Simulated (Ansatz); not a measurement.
The inner images of a band of C3H5FOS (11 atoms, charge 0, multiplicity 1) are given out of order.

Computed with RHF/def2-SVP (Ansatz 0.2.0).

Initial state:

```xyz
11
Properties=species:S:1:pos:R:3
F -0.874 -1.120 2.135
C -0.351 -1.220 0.886
C 0.318 0.083 0.529
O 0.851 0.037 -0.762
C 0.177 1.106 -1.364
S -0.792 1.496 0.143
H 0.389 -2.020 0.872
H -1.148 -1.449 0.182
H 1.066 0.337 1.280
H 0.855 1.904 -1.665
H -0.425 0.789 -2.214
```

Final state:

```xyz
11
Properties=species:S:1:pos:R:3
F 0.520 -1.902 1.553
C -0.431 -1.168 0.918
C 0.118 0.194 0.585
O 1.017 0.185 -0.488
C 0.358 1.016 -1.395
S -1.078 1.286 -0.284
H -0.731 -1.685 0.009
H -1.291 -1.066 1.580
H 0.557 0.649 1.473
H 0.917 1.927 -1.606
H 0.109 0.508 -2.325
```

Question: Put them in order from the first end to the last, with their energies above the first end.
A.
```xyz
11
Properties=species:S:1:pos:R:3
F 0.402 -1.785 1.838
C -0.417 -1.190 0.931
C 0.128 0.168 0.555
O 0.988 0.154 -0.551
C 0.340 1.048 -1.405
S -1.082 1.278 -0.271
H -0.479 -1.820 0.046
H -1.405 -1.088 1.377
H 0.600 0.621 1.427
H 0.915 1.959 -1.566
H 0.075 0.599 -2.361
```
B.
```xyz
11
Properties=species:S:1:pos:R:3
F 0.218 -1.647 2.062
C -0.403 -1.207 0.934
C 0.134 0.156 0.541
O 0.960 0.134 -0.592
C 0.321 1.067 -1.411
S -1.070 1.305 -0.243
H -0.210 -1.914 0.130
H -1.472 -1.163 1.132
H 0.641 0.596 1.400
H 0.919 1.965 -1.560
H 0.027 0.650 -2.373
```
C.
```xyz
11
Properties=species:S:1:pos:R:3
F -0.297 -1.373 2.277
C -0.381 -1.225 0.929
C 0.185 0.122 0.522
O 0.863 0.051 -0.700
C 0.263 1.096 -1.405
S -0.972 1.420 -0.091
H 0.216 -1.999 0.448
H -1.423 -1.335 0.636
H 0.823 0.488 1.327
H 0.944 1.931 -1.568
H -0.155 0.766 -2.355
```
D.
```xyz
11
Properties=species:S:1:pos:R:3
F -0.594 -1.237 2.254
C -0.367 -1.227 0.914
C 0.239 0.098 0.518
O 0.826 0.021 -0.748
C 0.223 1.107 -1.389
S -0.892 1.465 0.022
H 0.345 -2.013 0.666
H -1.307 -1.410 0.398
H 0.945 0.412 1.287
H 0.929 1.912 -1.592
H -0.281 0.814 -2.308
```
E.
```xyz
11
Properties=species:S:1:pos:R:3
F -0.018 -1.509 2.210
C -0.391 -1.220 0.934
C 0.145 0.146 0.532
O 0.924 0.105 -0.632
C 0.301 1.081 -1.412
S -1.045 1.347 -0.200
H 0.033 -1.967 0.266
H -1.476 -1.259 0.882
H 0.694 0.566 1.374
H 0.928 1.960 -1.558
H -0.029 0.695 -2.375
```

Answer: D (+0.034 eV), C (+0.108 eV), E (+0.147 eV), B (+0.116 eV), A (+0.052 eV).

Run time: 60 s on 2 threads of Arm Neoverse V1 (shared host), peak memory 0.25 GiB.
